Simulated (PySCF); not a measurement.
Molecule (SMILES): [SiH2] (SiH2) (closed-shell singlet).
Geometry (B3LYP-D3(BJ)/def2-TZVP, fixed):
```xyz
3

Si     0.0052     0.0009     0.1327
H     -0.0342     1.0849    -0.9366
H     -0.0389    -1.0973    -0.9218
```
Charge 0, spin multiplicity 1.

How fast the lowest singlet excitation energy converges with the basis for several methods (PySCF): deviation from each method's own reference, in eV. References: CAM-B3LYP 2.446 eV, the value in aug-pcseg-3; PBE 2.430 eV, the value in aug-pcseg-3; PBE0 2.466 eV, the value in aug-pcseg-3. All functions are spherical. Density fitting with generated auxiliary sets. In sets without p functions on hydrogen, species with hydrogen take exact integrals. No added dispersion term, no relativity. Tamm-Dancoff approximation, the state taken by its order.

| basis | functions | CAM-B3LYP | PBE | PBE0 |
|---|---|---|---|---|
| 3-21G | 17 | -0.141 | -0.098 | -0.125 |
| 6-31G* | 22 | 0.021 | 0.036 | 0.033 |
| def2-SV(P) | 22 | 0.046 | 0.061 | 0.048 |
| pcseg-1 | 28 | -0.016 | 0.001 | 0.000 |
| 6-311+G** | 42 | 0.008 | 0.017 | 0.015 |
| def2-TZVP | 49 | 0.006 | 0.014 | 0.011 |
| 6-311++G(3df,3pd) | 83 | -0.004 | -0.003 | -0.004 |
| def2-QZVPP | 130 | 0.001 | 0.004 | 0.003 |

Mean absolute deviation over 6-311+G**, def2-TZVP, 6-311++G(3df,3pd): CAM-B3LYP 0.006, PBE0 0.010, PBE 0.011 eV.
